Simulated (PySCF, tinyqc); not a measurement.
Inside a calculation. Method: RHF in the sto-3g basis, for H2O, spin multiplicity 1. The lowest restricted solution is unstable here: a spin-polarised one lies 0.0008 hartree lower (PySCF). One step of it, computed by the program tinyqc.

Question. Iteration 2: building the Fock matrix. J_ij = sum D_kl (ij|kl), K_ij = sum D_kl (ik|jl); F = H + J - 0.5 K; E = tr D H + tr D J / 2 - 0.25 tr D K + E_nn.

D after iteration 1, order 1O 1s, 1O 2s, 1O 2px, 1O 2py, 1O 2pz, 2H 1s, 3H 1s:
```
[[2.115543, -0.492474, -0.022403, 0.042459, 0.023282, -0.019183, -0.000558],
 [-0.492474, 2.116771, 0.107546, -0.156337, -0.099767, -0.061518, 0.017469],
 [-0.022403, 0.107546, 1.920246, 0.257220, 0.099896, -0.382760, 0.059704],
 [0.042459, -0.156337, 0.257220, 1.252801, -0.179083, 0.635022, -0.228963],
 [0.023282, -0.099767, 0.099896, -0.179083, 1.859748, 0.166773, 0.120041],
 [-0.019183, -0.061518, -0.382760, 0.635022, 0.166773, 0.514177, -0.133098],
 [-0.000558, 0.017469, 0.059704, -0.228963, 0.120041, -0.133098, 0.051504]]
```

core Hamiltonian H = T + V (hartree), order 1O 1s, 1O 2s, 1O 2px, 1O 2py, 1O 2pz, 2H 1s, 3H 1s:
```
[[-32.439156, -7.546111, 0.000000, 0.000000, -0.010870, -0.801595, -0.801595],
 [-7.546111, -9.066573, 0.000000, 0.000000, -0.135782, -2.064430, -2.064430],
 [0.000000, 0.000000, -7.233158, 0.000000, 0.000000, 0.000000, 0.000000],
 [0.000000, 0.000000, 0.000000, -7.305337, 0.000000, -1.243575, 1.243575],
 [-0.010870, -0.135782, 0.000000, 0.000000, -7.280800, -1.039380, -1.039380],
 [-0.801595, -2.064430, 0.000000, -1.243575, -1.039380, -3.994746, -0.644082],
 [-0.801595, -2.064430, 0.000000, 1.243575, -1.039380, -0.644082, -3.994746]]
```

Two-electron integrals (ij|kl) in chemists' order, unique and non-zero (hartree):
```
(11|11) 4.785065    (21|11) 0.741380    (21|21) 0.136873    (22|11) 1.118947
(22|21) 0.256633    (22|22) 0.817206    (31|31) 0.024477    (32|31) 0.037809
(32|32) 0.180518    (33|11) 1.115814    (33|21) 0.256684    (33|22) 0.817023
(33|33) 0.880159    (41|41) 0.024477    (42|41) 0.037809    (42|42) 0.180518
(43|43) 0.047444    (44|11) 1.115814    (44|21) 0.256684    (44|22) 0.817023
(44|33) 0.785270    (44|44) 0.880159    (51|51) 0.024477    (52|51) 0.037809
(52|52) 0.180518    (53|53) 0.047444    (54|54) 0.047444    (55|11) 1.115814
(55|21) 0.256684    (55|22) 0.817023    (55|33) 0.785270    (55|44) 0.785270
(55|55) 0.880159    (61|11) 0.078858    (61|21) 0.014454    (61|22) 0.026991
(61|33) 0.026941    (61|41) 0.000494    (61|42) 0.000937    (61|44) 0.027034
(61|51) 0.000401    (61|52) 0.000762    (61|54) 0.000076    (61|55) 0.027002
(61|61) 0.001544    (62|11) 0.222019    (62|21) 0.051693    (62|22) 0.186151
(62|33) 0.182812    (62|41) 0.002985    (62|42) 0.024371    (62|44) 0.188733
(62|51) 0.002425    (62|52) 0.019800    (62|54) 0.004810    (62|55) 0.186720
(62|61) 0.005575    (62|62) 0.055873    (63|31) 0.005025    (63|32) 0.030625
(63|43) 0.004852    (63|53) 0.003942    (63|63) 0.007363    (64|11) 0.134316
(64|21) 0.031642    (64|22) 0.121733    (64|33) 0.116445    (64|41) 0.006599
(64|42) 0.045394    (64|44) 0.129774    (64|51) 0.001279    (64|52) 0.011998
(64|54) 0.006887    (64|55) 0.118837    (64|61) 0.003537    (64|62) 0.044494
(64|64) 0.042424    (65|11) 0.109124    (65|21) 0.025708    (65|22) 0.098900
(65|33) 0.094604    (65|41) 0.001279    (65|42) 0.011998    (65|44) 0.097549
(65|51) 0.006064    (65|52) 0.040373    (65|54) 0.007245    (65|55) 0.104432
(65|61) 0.002874    (65|62) 0.036148    (65|64) 0.028485    (65|65) 0.030505
(66|11) 0.407705    (66|21) 0.096409    (66|22) 0.400321    (66|33) 0.385975
(66|41) 0.006230    (66|42) 0.072325    (66|44) 0.411640    (66|51) 0.005062
(66|52) 0.058760    (66|54) 0.020851    (66|55) 0.402915    (66|61) 0.010443
(66|62) 0.162368    (66|64) 0.147902    (66|65) 0.120161    (66|66) 0.774606
(71|11) 0.078858    (71|21) 0.014454    (71|22) 0.026991    (71|33) 0.026941
(71|41) -0.000494   (71|42) -0.000937   (71|44) 0.027034    (71|51) 0.000401
(71|52) 0.000762    (71|54) -0.000076   (71|55) 0.027002    (71|61) 0.001523
(71|62) 0.005410    (71|64) 0.003186    (71|65) 0.002793    (71|66) 0.010086
(71|71) 0.001544    (72|11) 0.222019    (72|21) 0.051693    (72|22) 0.186151
(72|33) 0.182812    (72|41) -0.002985   (72|42) -0.024371   (72|44) 0.188733
(72|51) 0.002425    (72|52) 0.019800    (72|54) -0.004810   (72|55) 0.186720
(72|61) 0.005410    (72|62) 0.043628    (72|64) 0.024392    (72|65) 0.027398
(72|66) 0.100760    (72|71) 0.005575    (72|72) 0.055873    (73|31) 0.005025
(73|32) 0.030625    (73|43) -0.004852   (73|53) 0.003942    (73|63) 0.005518
(73|73) 0.007363    (74|11) -0.134316   (74|21) -0.031642   (74|22) -0.121733
(74|33) -0.116445   (74|41) 0.006599    (74|42) 0.045394    (74|44) -0.129774
(74|51) -0.001279   (74|52) -0.011998   (74|54) 0.006887    (74|55) -0.118837
(74|61) -0.003186   (74|62) -0.024392   (74|64) -0.008536   (74|65) -0.015069
(74|66) -0.053082   (74|71) -0.003537   (74|72) -0.044494   (74|74) 0.042424
(75|11) 0.109124    (75|21) 0.025708    (75|22) 0.098900    (75|33) 0.094604
(75|41) -0.001279   (75|42) -0.011998   (75|44) 0.097549    (75|51) 0.006064
(75|52) 0.040373    (75|54) -0.007245   (75|55) 0.104432    (75|61) 0.002793
(75|62) 0.027398    (75|64) 0.015069    (75|65) 0.022474    (75|66) 0.068631
(75|71) 0.002874    (75|72) 0.036148    (75|74) -0.028485   (75|75) 0.030505
(76|11) 0.062584    (76|21) 0.014725    (76|22) 0.058260    (76|33) 0.056842
(76|44) 0.057901    (76|51) 0.001036    (76|52) 0.010408    (76|55) 0.059973
(76|61) 0.001573    (76|62) 0.017758    (76|64) 0.012416    (76|65) 0.012965
(76|66) 0.056489    (76|71) 0.001573    (76|72) 0.017758    (76|74) -0.012416
(76|75) 0.012965    (76|76) 0.007481    (77|11) 0.407705    (77|21) 0.096409
(77|22) 0.400321    (77|33) 0.385975    (77|41) -0.006230   (77|42) -0.072325
(77|44) 0.411640    (77|51) 0.005062    (77|52) 0.058760    (77|54) -0.020851
(77|55) 0.402915    (77|61) 0.010086    (77|62) 0.100760    (77|64) 0.053082
(77|65) 0.068631    (77|66) 0.264468    (77|71) 0.010443    (77|72) 0.162368
(77|74) -0.147902   (77|75) 0.120161    (77|76) 0.056489    (77|77) 0.774606
```

nuclear repulsion = 6.85658945 hartree

Give: Coulomb J; exchange K; Fock matrix F; total energy of this density.

Answer.

Coulomb J (hartree), order 1O 1s, 1O 2s, 1O 2px, 1O 2py, 1O 2pz, 2H 1s, 3H 1s:
```
[[17.863, 3.384, 0.004, -0.002, 0.002, 0.358, 0.358],
 [3.384, 8.417, 0.017, 0.014, 0.038, 1.899, 1.874],
 [0.004, 0.017, 8.413, 0.020, 0.007, 0.005, 0.001],
 [-0.002, 0.014, 0.020, 8.388, -0.002, 1.241, -1.204],
 [0.002, 0.038, 0.007, -0.002, 8.425, 1.016, 0.994],
 [0.358, 1.899, 0.005, 1.241, 1.016, 4.229, 0.590],
 [0.358, 1.874, 0.001, -1.204, 0.994, 0.590, 3.980]]
```

exchange K (hartree), order 1O 1s, 1O 2s, 1O 2px, 1O 2py, 1O 2pz, 2H 1s, 3H 1s:
```
[[9.803, 1.681, -0.004, 0.013, 0.005, 0.186, 0.190],
 [1.681, 2.730, 0.032, -0.039, -0.006, 0.669, 0.623],
 [-0.004, 0.032, 2.245, 0.161, 0.051, -0.084, 0.000],
 [0.013, -0.039, 0.161, 1.929, -0.090, 0.537, -0.375],
 [0.005, -0.006, 0.051, -0.090, 2.264, 0.361, 0.324],
 [0.186, 0.669, -0.084, 0.537, 0.361, 0.798, 0.105],
 [0.190, 0.623, 0.000, -0.375, 0.324, 0.105, 0.374]]
```

Fock matrix F (hartree), order 1O 1s, 1O 2s, 1O 2px, 1O 2py, 1O 2pz, 2H 1s, 3H 1s:
```
[[-19.478, -5.003, 0.006, -0.008, -0.012, -0.537, -0.539],
 [-5.003, -2.015, 0.001, 0.034, -0.095, -0.500, -0.502],
 [0.006, 0.001, 0.057, -0.060, -0.019, 0.046, 0.001],
 [-0.008, 0.034, -0.060, 0.118, 0.043, -0.271, 0.227],
 [-0.012, -0.095, -0.019, 0.043, 0.013, -0.204, -0.207],
 [-0.537, -0.500, 0.046, -0.271, -0.204, -0.165, -0.107],
 [-0.539, -0.502, 0.001, 0.227, -0.207, -0.107, -0.202]]
```

total energy of this density = -74.37744 hartree
